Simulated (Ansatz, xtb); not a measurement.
CH2AlS: which of two isomers lies lower

Structure a is `[CH2]1[Al][S]1`, a doublet and structure b is `[CH]1[AlH][S]1`, a doublet. Both are isolated molecules in the gas phase, relaxed with B3LYP-D3(BJ)/def2-SVP.

Which of the two would you expect CCSD(T)/def2-TZVP electronic energies to favour?

Structure a; the calculation gives E(b) − E(a) = +13.0 kcal/mol.

Level by level:

| level | geometry | E(b) − E(a) (kcal/mol) | departure from the last row (kcal/mol) | job, with rough time for the two |
| --- | --- | --- | --- | --- |
| GFN2-xTB | GFN2-xTB | +4.5 | −8.5 | optimisation, 0.53 s |
| HF/STO-3G | GFN2-xTB | +9.0 | −4.0 | single point, 1.8 s |
| r2SCAN-D4/def2-SVP | GFN2-xTB | +13.4 | +0.4 | single point, 9.9 s |
| B3LYP-D3(BJ)/def2-SVP | B3LYP-D3(BJ)/def2-SVP | +13.2 | +0.2 | optimisation, 1.9 min |
| HF/def2-TZVP | B3LYP-D3(BJ)/def2-SVP | +10.8 | −2.2 | part of the CCSD(T) run |
| MP2/def2-TZVP | B3LYP-D3(BJ)/def2-SVP | +16.2 | +3.2 | part of the CCSD(T) run |
| CCSD(T)/def2-TZVP | B3LYP-D3(BJ)/def2-SVP | +13.0 |  | single point, 1.9 min |

As drawn, b has 1 Al–H in place of 1 C–H.

The levels shown agree on the order. The largest departure from CCSD(T)/def2-TZVP is that of GFN2-xTB, 8.5 kcal/mol.

With harmonic frequencies from B3LYP-D3(BJ)/def2-SVP (ideal gas, rigid rotor, one conformer each, 298.15 K, 1 atm): on the last row, ΔE + ΔZPE = +9.9, ΔH = +10.2, ΔG = +9.8 kcal/mol.

Open shells are spin-unrestricted. The correlated steps freeze 11 core orbitals. Run with Ansatz 0.2.0, xtb 6.7.1; the last row on 1 thread of AMD EPYC (Zen 3) on a shared host.
